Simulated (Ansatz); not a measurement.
A nudged elastic band was laid between two geometries of CH$_{5}$Si$_{2}$ (8 atoms, charge 0, multiplicity 2).

The calculation used UKS PBE0-D4/6-31G* in Ansatz 0.2.0.

```yaml
movable_images: 5
climbing_image: yes
spring: 5.0 eV/Å²
optimiser: quadratic models (default)
start_path: through a guess of the saddle point
force_threshold: 0.05 eV/Å
iteration_limit: 51
end_points: relaxed
```

First end point:

```xyz
8
Properties=species:S:1:pos:R:3
Si -0.753 1.393 -1.159
C -0.099 0.212 -0.143
Si 0.595 -1.091 0.918
H -2.214 1.576 -1.344
H 0.085 2.343 -1.932
H -0.350 -2.243 1.004
H 1.883 -1.589 0.354
H 0.854 -0.600 2.302
```

Last end point:

```xyz
8
Properties=species:S:1:pos:R:3
Si -0.746 1.399 -1.157
C -0.126 0.196 -0.145
Si 0.580 -1.101 0.915
H -1.058 1.163 -2.588
H -1.035 2.776 -0.688
H -0.476 -1.848 1.659
H 1.346 -2.080 0.090
H 1.515 -0.505 1.914
```

What changes between the two ends?

No bond is made or broken.  The two ends are copies of one structure, up to a mirror image or an exchange of like atoms.

Give the energies along the band, and the barrier.

It converged. The highest image is number 2 of 0 to 6, 0.000 eV above the ends, which have the same energy within 2 meV. The top lies less than 8 meV above the higher end, about what the thresholds resolve: that end is a shoulder or a very shallow well. A vibrational analysis at the climbing image gives no mode beyond 40i cm⁻¹: the surface is too flat there to confirm a saddle point.

```csv
image,path coordinate (Å),energy (eV)
0,0.00,0.000
1,0.51,0.000
2,1.02,0.000
3,1.52,0.000
4,2.03,0.000
5,2.54,0.000
6,3.05,0.000
```

What is the geometry of the highest image?


```xyz
8
Properties=species:S:1:pos:R:3
Si -0.748 1.395 -1.157
C -0.050 0.227 -0.157
Si 0.605 -1.091 0.910
H -2.079 1.219 -1.789
H -0.083 2.682 -1.482
H -0.485 -2.055 1.246
H 1.703 -1.848 0.244
H 1.137 -0.530 2.186
```

Run time: 2.3 min on 1 thread of Arm Neoverse V2, with other jobs on the host, peak memory 0.24 GiB.
